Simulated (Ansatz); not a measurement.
A nudged elastic band was laid between two geometries of CH$_{5}$BO (8 atoms, charge 0, multiplicity 1).

These are results of Ansatz, RKS PBE0/cc-pVDZ, not measurements.

```json
{
 "movable images": "9",
 "climbing image": "yes",
 "spring": "5.0 eV/Å²",
 "optimiser": "quadratic models (default)",
 "start path": "through a guess of the saddle point",
 "force threshold": "0.05 eV/Å",
 "iteration limit": "60",
 "end points": "relaxed"
}
```

First end point:

```xyz
8
Properties=species:S:1:pos:R:3
B 0.227 0.114 0.024
O 0.497 -0.328 1.278
H -0.278 -0.717 1.703
H 1.173 0.611 -0.547
C -1.185 0.013 -0.655
H -1.952 -0.505 -0.056
H -1.556 1.028 -0.882
H -1.104 -0.496 -1.630
```

Last end point:

```xyz
8
Properties=species:S:1:pos:R:3
B 0.165 -0.366 -0.841
O 0.465 0.339 1.311
H 0.403 -0.518 1.759
H 1.302 0.248 0.819
C -1.350 -0.055 -0.941
H -1.915 -0.659 -0.207
H -1.526 1.011 -0.710
H -1.721 -0.280 -1.955
```

(1) Which bonds break or form, and what moves?

(2) Give the energies along the band, and the barrier.

(3) What is the geometry of the highest image?

## Answers

(1) Bonds broken: B1–O2, B1–H4. Bonds formed: O2–H4. CH5BO becomes CH3B + H2O.

(2) The forces met the threshold. The highest image is number 8 of 0 to 10, 112.4 kcal/mol above the first end and 3.6 kcal/mol above the last; the last end lies 108.8 kcal/mol above the first. The profile has 2 maxima (images 4, 8) with wells between them (image 5): this band takes more than one step, which may be the mechanism or a detour left from its start path. Neighbouring images differ by up to 2.2 eV, so the band resolves the path poorly. A vibrational analysis at the climbing image gives one clearly imaginary mode, 940i cm⁻¹: a first-order saddle point. The orbitals stay closed-shell, which can raise the energy where a bond breaks towards radicals; this wasn't checked here.

```json
{"image": "0", "path coordinate (Å)": "0.00", "energy (kcal/mol)": "0.0", "B1–O2 (Å)": "1.36", "B1–H4 (Å)": "1.21", "O2–H4 (Å)": "2.16"}
{"image": "1", "path coordinate (Å)": "0.48", "energy (kcal/mol)": "0.3", "B1–O2 (Å)": "1.36", "B1–H4 (Å)": "1.21", "O2–H4 (Å)": "2.16"}
{"image": "2", "path coordinate (Å)": "0.96", "energy (kcal/mol)": "1.3", "B1–O2 (Å)": "1.36", "B1–H4 (Å)": "1.21", "O2–H4 (Å)": "2.14"}
{"image": "3", "path coordinate (Å)": "1.44", "energy (kcal/mol)": "11.6", "B1–O2 (Å)": "1.36", "B1–H4 (Å)": "1.22", "O2–H4 (Å)": "2.14"}
{"image": "4", "path coordinate (Å)": "1.93", "energy (kcal/mol)": "11.7", "B1–O2 (Å)": "1.37", "B1–H4 (Å)": "1.22", "O2–H4 (Å)": "2.26"}
{"image": "5", "path coordinate (Å)": "2.41", "energy (kcal/mol)": "8.3", "B1–O2 (Å)": "1.37", "B1–H4 (Å)": "1.22", "O2–H4 (Å)": "2.18"}
{"image": "6", "path coordinate (Å)": "2.89", "energy (kcal/mol)": "27.1", "B1–O2 (Å)": "1.39", "B1–H4 (Å)": "1.21", "O2–H4 (Å)": "2.00"}
{"image": "7", "path coordinate (Å)": "3.37", "energy (kcal/mol)": "77.5", "B1–O2 (Å)": "1.52", "B1–H4 (Å)": "1.24", "O2–H4 (Å)": "1.55"}
{"image": "8", "path coordinate (Å)": "3.86", "energy (kcal/mol)": "112.4", "B1–O2 (Å)": "1.77", "B1–H4 (Å)": "1.49", "O2–H4 (Å)": "1.09"}
{"image": "9", "path coordinate (Å)": "4.26", "energy (kcal/mol)": "109.4", "B1–O2 (Å)": "2.09", "B1–H4 (Å)": "1.90", "O2–H4 (Å)": "0.99"}
{"image": "10", "path coordinate (Å)": "4.66", "energy (kcal/mol)": "108.8", "B1–O2 (Å)": "2.28", "B1–H4 (Å)": "2.10", "O2–H4 (Å)": "0.98"}
```

(3) 
```xyz
8
Properties=species:S:1:pos:R:3:forces:R:3
B 0.244 -0.050 -0.576 0.00 0.00 0.00
O 0.454 0.276 1.155 0.00 0.00 0.00
H 0.140 -0.506 1.646 0.00 0.00 0.00
H 1.272 -0.035 0.502 0.00 0.00 0.00
C -1.283 -0.018 -0.841 0.00 0.00 0.00
H -1.826 -0.686 -0.147 0.00 0.00 0.00
H -1.629 1.012 -0.627 0.00 0.00 0.00
H -1.549 -0.275 -1.876 0.00 0.00 0.00
```

Run time: 5.7 min on 1 thread of Arm Neoverse V1 (shared host), peak memory 0.12 GiB.
